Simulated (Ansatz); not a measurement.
System: O2, net charge -1, doublet state. 
Coordinates optimised at B3LYP-D3(BJ)/def2-TZVP (Ansatz, an electronic-structure program):
```xyz
2

O      0.0000     0.0000    -0.6737
O      0.0000     0.0000     0.6737
```
Charge -1, spin multiplicity 2.

Basis-set convergence of Hartree-Fock and CCSD(T) correlation energies (hartree) with Ansatz. Cores are frozen in the correlated levels unless marked. UHF or UKS for open shells. Spin-orbit coupling is left out. No relativistic terms. This anion needs diffuse functions, which these sets lack.

| basis | functions | E(HF) | E(corr, CCSD(T)) |
|---|---|---|---|
| def2-SVP | 28 | -149.43662 | -0.37352 |
| def2-TZVPP | 62 | -149.64363 | -0.48809 |
| def2-QZVPP | 114 | ___ | ___ |

Task: Complete the blanks.

Result: 
- def2-QZVPP, E(HF): -149.65307
- def2-QZVPP, E(corr, CCSD(T)): -0.52777
